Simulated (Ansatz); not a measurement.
Geometry optimisation, RKS PBE-D4/def2-SVP (Ansatz 0.2.0).

Input file:

```yaml
crystal:
  periodic: [false, false, false]
  atoms:
    - { symbol: F, position_ang: [-1.90083, 0.27635, 0.32807] }
    - { symbol: Si, position_ang: [-0.4859, -0.26762, -0.07427] }
    - { symbol: S, position_ang: [0.96902, 1.11221, 0.41945] }
    - { symbol: H, position_ang: [-0.63824, -1.5678, -0.66421] }
    - { symbol: H, position_ang: [2.05595, 0.44686, -0.00904] }
total_charge: 1
basis:
  gaussian: { orbitals: def2-SVP }
hamiltonian:
  xc: pbe
  dispersion: d4
relax:
  f_tol: 0.02
  max_steps: 50
output:
  orbitals: {}
```

Command:

```bash
$ ansatz run input.yaml --threads 1 --pin off --max-ram 2048MiB --backend cpu --events-out ev --progress --plain --runs-dir out
```

Where does it end, and by what steps?

The run converged. Limits of this set-up: the dipole of an ion depends on the origin. After 5 steps the energy has fallen by 0.141 eV; H4 moved furthest, 0.24 Å.

```tsv
step	energy less start (eV)	largest force component (eV/Å)	accepted
0	0.0000	0.980	yes
1	-0.1200	0.397	yes
2	-0.1313	0.358	yes
3	-0.1404	0.059	yes
4	-0.1407	0.022	yes
5	-0.1407	0.012	yes
```

```xyz
5
Properties=species:S:1:pos:R:3
F -1.993 0.285 0.343
Si -0.518 -0.179 -0.029
S 0.985 1.137 0.427
H -0.405 -1.517 -0.666
H 1.930 0.274 -0.075
```

Run time: 8 s on 1 thread of AMD EPYC 7R13 Processor (Zen 3), on a shared host, peak memory 0.14 GiB.
